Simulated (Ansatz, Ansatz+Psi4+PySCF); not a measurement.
```xyz
6

C     0.0000    0.0000    0.6632
C     0.0000    0.0000   -0.6632
F     0.0000    1.1127    1.3857
F     0.0000   -1.1127    1.3857
F     0.0000    1.1127   -1.3857
F     0.0000   -1.1127   -1.3857
```

Basis set: cc-pVTZ (spherical functions). Frozen core: 6 orbitals. Charge 0, multiplicity 1.

Computed with Ansatz (development build ahead of 0.2.0); each method stands on the lowest determinant of its kind that the runs found. Restricted open shells among the atoms or ions are ROHF, correlated in semicanonical orbitals with singles.

The atomization energy at this shape (free ground-state atoms in the same class of orbitals less the molecule, no zero-point energy) of singlet C2F4:

```tsv
method	atomization energy
RHF	16.94 eV
```

(1) What does RHF-MP2 give?

Answers

(1) 26.09 eV.
